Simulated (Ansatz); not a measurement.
acetylene (SMILES C#C) moved off its minimum; all values from Ansatz (a quantum-chemistry and plane-wave program), cores frozen in correlated methods.
(charge 0, multiplicity 1)
```xyz
4

C      0.0136     0.0700    -0.5781
C     -0.0116     0.0119     0.5553
H     -0.0190    -0.0523    -1.5707
H     -0.0573    -0.0645     1.6233
```

```csv
level,largest force (eV/Å),on atom,rms difference from CCSD(T)/aug-cc-pVTZ (eV/Å),dipole (D)
HF/def2-TZVPP,7.14,C2,1.121,0.25
PBE/def2-TZVPP,9.27,C2,0.238,0.23
r2SCAN/def2-TZVPP,8.70,C2,0.447,0.24
B3LYP/def2-TZVPP,8.43,C2,0.554,0.24
wB97M-V/def2-TZVPP,8.36,C2,0.586,0.24
MP2/aug-cc-pVTZ,9.95,C2,0.073,0.23
CCSD(T)/aug-cc-pVTZ,9.78,C2,0.000,0.22
```

The differences count from one level among others, with limits of its own. Forces at CCSD(T)/aug-cc-pVTZ (eV/Å):

```csv
atom,Fx,Fy,Fz
C1,0.143,0.298,-6.455
C2,-0.242,-0.429,9.772
H3,0.022,-0.012,-2.994
H4,0.077,0.143,-0.322
```
